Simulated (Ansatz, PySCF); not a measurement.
Species: formaldehyde, CH₂O (charge 0, singlet). 
Coordinates optimised at B3LYP-D3(BJ)/def2-TZVP (Ansatz, a first-principles code):
SMILES: O=C
```xyz
4

O     -0.0009    -0.0102     0.6728
C      0.0007     0.0079    -0.5259
H     -0.0027     0.9554    -1.0993
H      0.0057    -0.9218    -1.1276
```
Charge 0, spin multiplicity 1.

Total electronic energies in hartree. Correlated levels leave the core frozen unless marked. Spin-orbit coupling is left out. Non-relativistic. CBS(X,Y): correlation extrapolated as X^-3; Hartree-Fock from the larger set.

```
level                                         program  energy (Eh)
-------------------------------------  --------------  -----------
HF-D4/def2-TZVPD                        PySCF + dftd4   -113.92151
BP86/def2-TZVPD                                 PySCF   -114.55306
M06-L-D4/def2-TZVPD                     PySCF + dftd4   -114.53454
B3LYP-D3(BJ)/def2-TZVPD                Ansatz + dftd3   -114.55703
PBE0-D3(BJ)/def2-TZVPD                 Ansatz + dftd3   -114.42038
MP2/def2-QZVPP                                 Ansatz   -114.34512
RI-MP2/aug-cc-pVTZ                             Ansatz   -114.31596
SCS-MP2/cc-pVQZ                                Ansatz   -114.34386
CCSD/def2-SVP                                  Ansatz   -114.11018
CCSD/cc-pVTZ                                   Ansatz   -114.31723
CCSD(T)/STO-3G                                 Ansatz   -112.49537
CCSD(T)/cc-pVDZ                                 PySCF   -114.21834
CCSD(T) with core electrons/cc-pwCVTZ          Ansatz   -114.44231
CCSDT/cc-pVDZ                                  Ansatz   -114.21880
CCSD(T)/CBS(def2-TZVPPD,def2-QZVPPD)           Ansatz    -114.3883
```

Totals of different functionals don't rank their quality; only differences between species are comparable.
